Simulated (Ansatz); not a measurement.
**AsF⁻, doublet: the ladder up to UCCSDT(Q)**

Geometry: a PBE0/def2-TZVPD stationary point for this spin.

```xyz
2

F     0.0000    0.0000    0.0000
As    0.0000    0.0000    1.8470
```

Basis aug-cc-pVDZ; Ansatz 0.2.0. Correlated methods freeze the noble-gas cores and the filled d shells of p-block atoms, which leaves 13 electrons in 44 orbitals. R marks a restricted (for open shells ROHF) determinant, U an unrestricted one. Active spaces: valence = (13e, 8o) chosen from the atoms' valence shells. No spin–orbit coupling is included, and no scalar relativity.

Full CI isn't at hand for all of this; UCCSDT(Q) serves as the reference, and is uncertain by about the last step of the cluster series. The frozen core follows each run's orbitals, which can shift R against U totals by a few meV for light atoms and by up to 0.1 eV past Ca.

```
UHF ⟨S²⟩                          : 0.765
T1 diagnostic (RCCSD)             : 0.0217
largest doubles amplitude (RCCSD) : 0.054
T1 diagnostic (UCCSD)             : 0.0194
```

```tsv
level	E − E(UCCSDT(Q)) (mEh)	wall time
UHF	330.69	–
UMP2	25.69	–
UCCSD	11.08	–
UCCSD(T)	1.57	23 s
UCCSDT	0.72	–
```

Run but not shown, since their state, orbitals or frozen core can't be matched to the reference's or they repeat it: RHF, RMP2, RCCSD, RCCSD(T), BCCD(T), RCCSDT, RCCSDT(Q), CASSCF (valence space), NEVPT2 (valence space), MRCISD (valence space), MRCISD+Q (valence space).

Times hold each run's SCF and search for its determinant on a shared host, so for small cases they say little of a method's own cost; they ran on 1 thread of Arm Neoverse V1.

Natural occupations of CASSCF (valence space) about the gap: 2.000 1.999 1.997 1.974 1.003 0.027; effectively unpaired electrons, Σ n²(2−n)², 1.01.
